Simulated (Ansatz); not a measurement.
# C3H6F radical: how energies converge with the basis set

One table from this session's results is given with a row withheld; the runs are named, their logs left out.

Program: Ansatz 0.2.0, Gaussian basis. Level of theory: one geometry, several basis sets. These are calculated values, not measurements.

The runs, in order: PBE0-D4/def2-SVP; ωB97M-V/def2-SVP; PBE0-D4/def2-QZVPP; ωB97M-V/def2-QZVPP; the functionals' def2-TZVPP values are taken from earlier runs.

## The relaxed structure

The geometry comes from an earlier relaxation with PBE0-D4 in a triple-zeta def2 set; it is a stationary point, not always the lowest conformer.

SMILES `C[CH]CF`, 10 atoms, charge 0, spin multiplicity 2.

Atoms are counted from 1 here; the program's logs count them from 0.

Bond lengths: C1–C2 1.480 Å, C1–H5 1.094 Å, C1–H6 1.101 Å, C1–H7 1.091 Å, C2–C3 1.475 Å, C2–H8 1.083 Å, C3–F4 1.396 Å, C3–H9 1.101 Å, C3–H10 1.093 Å. Angles: C2–C1–H5 111.2°, C2–C1–H6 111.4°, C2–C1–H7 111.8°, H5–C1–H6 106.5°, H5–C1–H7 108.6°, H6–C1–H7 107.1°, C1–C2–C3 120.8°, C1–C2–H8 120.3°, C3–C2–H8 118.4°, C2–C3–F4 111.1°, C2–C3–H9 111.8°, C2–C3–H10 111.7°, F4–C3–H9 105.8°, F4–C3–H10 107.7°, H9–C3–H10 108.4°.

The first run:

File in.yaml:

```yaml
crystal:
  periodic: [false, false, false]
  atoms:
    - {symbol: C, position_ang: [-0.916657, 0.892778, 0.090442]}
    - {symbol: C, position_ang: [0.440130, 0.386663, -0.213178]}
    - {symbol: C, position_ang: [0.782193, -1.031938, -0.000704]}
    - {symbol: F, position_ang: [-0.130246, -1.870898, -0.642584]}
    - {symbol: H, position_ang: [-1.685423, 0.200737, -0.264279]}
    - {symbol: H, position_ang: [-1.070675, 1.001579, 1.175402]}
    - {symbol: H, position_ang: [-1.095261, 1.870427, -0.359430]}
    - {symbol: H, position_ang: [1.237159, 1.076259, -0.463777]}
    - {symbol: H, position_ang: [0.744071, -1.307006, 1.064465]}
    - {symbol: H, position_ang: [1.777910, -1.269800, -0.383558]}
basis:
  gaussian: {orbitals: def2-SVP}
magnetization: {spin_polarized: true, initial_magnetization: 1}
hamiltonian: {xc: pbe0, dispersion: d4}
output: {orbitals: {seedname: orbitals}}
```

Steps of the session up to this table: PBE0-D4 in def2-SVP; ωB97M-V in def2-SVP; PBE0-D4 in def2-QZVPP; ωB97M-V in def2-QZVPP.

One table of the session follows, with a row left open; its other results are not shown here.

It belongs to the step «Density functionals: the series». 

| functional | basis | HOMO (eV) |
| --- | --- | --- |
| PBE0-D4 | def2-SVP | -6.02 |
| PBE0-D4 | def2-TZVPP | -6.08 |
| PBE0-D4 | def2-QZVPP | ? |
| ωB97M-V | def2-SVP | -8.06 |
| ωB97M-V | def2-TZVPP | -8.13 |
| ωB97M-V | def2-QZVPP | -8.15 |

**Question.** Estimate the row for PBE0-D4, def2-QZVPP.

The run gave: HOMO (eV): -6.11. In the column «HOMO (eV)» it lies between ωB97M-V, def2-SVP (-8.06) and PBE0-D4, def2-TZVPP (-6.08).
